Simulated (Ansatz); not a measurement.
**A geometry optimisation of CHAlO+ with B3LYP-D4/def2-TZVP**

The starting geometry of this gas-phase doublet was optimised with GFN2-xTB.

```xyz
4

C     0.0115    0.4112   -0.1590
Al    1.5356   -0.4735   -1.1657
O     0.7286   -0.1680    0.6344
H    -0.8929    0.9751    0.1324
```

Predict what becomes of its bonds when it is optimised with B3LYP-D4/def2-TZVP.

A bond breaks, giving a structure given below by its coordinates. Distances that change by over a tenth: C1–Al2 (2.03 → 2.49 Å). Contacts that open: Al2–O3 (2.00 → 3.11 Å).

The energy falls by 0.54 eV over 12 steps:

```
step  E − E(last) (eV)
   1             0.542
   2             0.525
   3             0.467
   5             0.230
   6             0.109
   7             0.022
   8             0.002
  10             0.000
  11             0.000
  12             0.000
```

Final geometry (Å):

```xyz
4

C     0.1045    0.3133    0.1175
Al    1.5906   -0.4370   -1.7321
O     0.4817   -0.0647    1.1534
H    -0.7941    0.9331   -0.0967
```

Frequencies at the end are all real (lowest 150 cm⁻¹). Open shells are spin-unrestricted. Run with Ansatz 0.2.0, 31 s on 2 threads of Arm Neoverse V1 (shared host).
